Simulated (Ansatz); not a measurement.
Two shapes of singlet C₄H₄.

Shape 1:

```xyz
8

C     0.6830    0.7450    0.0283
C    -0.6250    0.7681   -0.0209
C    -0.6391   -0.8156    0.0251
C     0.6426   -0.7757   -0.0425
H     1.4794    1.5517    0.0318
H    -1.4481    1.5922   -0.0305
H    -1.4277   -1.5743    0.0434
H     1.4240   -1.5500    0.0470
```

Shape 2:

```xyz
8

C     0.7213    0.8460    0.0000
C    -0.7213    0.8460    0.0000
C    -0.7213   -0.8460    0.0000
C     0.7213   -0.8460    0.0000
H     1.5561    1.6775    0.0000
H    -1.5561    1.6775    0.0000
H    -1.5561   -1.6775    0.0000
H     1.5561   -1.6775    0.0000
```

Basis set: def2-TZVP (spherical functions). Left uncorrelated: 4 orbitals. Charge 0, multiplicity 1.

Computed with Ansatz (development build ahead of 0.2.0); each method stands on the lowest determinant of its kind that the runs found.

(1) Which shape is lower in energy, and by how much in each method?

Answers

(1)

```
 method  E(2) − E(1) (eV)
    RHF             1.712
RHF-MP2             1.012
```

Shape 1 is lower. Caution: in another basis set an unrestricted determinant lies well below.
